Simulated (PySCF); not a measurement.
```yaml
atoms:
  - { symbol: Al, position_ang: [1.4500, 0.0000, 0.0000] }
  - { symbol: Al, position_ang: [-0.7250, 1.2557, 0.0000] }
  - { symbol: Al, position_ang: [-0.7250, -1.2557, 0.0000] }
```

Basis set: cc-pV(T+d)Z (spherical functions). Left uncorrelated: 15 orbitals. Charge -1, multiplicity 1.

Starred EOM-CCSD(T)(a) on the restricted Hartree–Fock determinant with PySCF 2.14.0; the energies are vertical.

(1) The solver was asked for the few lowest roots only. Give the ionization energies of singlet Al3(-) among them whose weight of singles is over 0.7.

Results:

(1)

```tsv
root	energy (eV)	weight of singles
1	1.73	0.96
2	2.05	0.96
```

Higher main lines weren't sought. Caution: large amplitudes, a single reference is doubtful. Caution: no diffuse functions for an anion.
